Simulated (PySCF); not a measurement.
methanidylidynesulfanium (CS), SMILES [C-]#[S+]. The structure is a stationary point at B3LYP-D3(BJ)/def2-TZVPD.

TDDFT-ωB97X/def2-TZVPD (PySCF) puts the lowest singlet excitations at 4.86, 4.86, 5.23, 5.59, 5.59, 8.33 eV and the lowest triplet (TDA) at 3.47 eV.

### Question
What are the lowest singlet roots from EOM-CCSD/aug-cc-pVDZ (PySCF 2.14.0)? (An estimate is asked for; the answer gives what the named calculation found.)

### Answer
5.17, 5.17, 5.85, 5.96, 5.96, 8.48 eV; triplets 3.63, 3.63, 4.42 eV. S1 differs by 0.32 eV (second minus first; roots are paired by order, and the bases may differ).
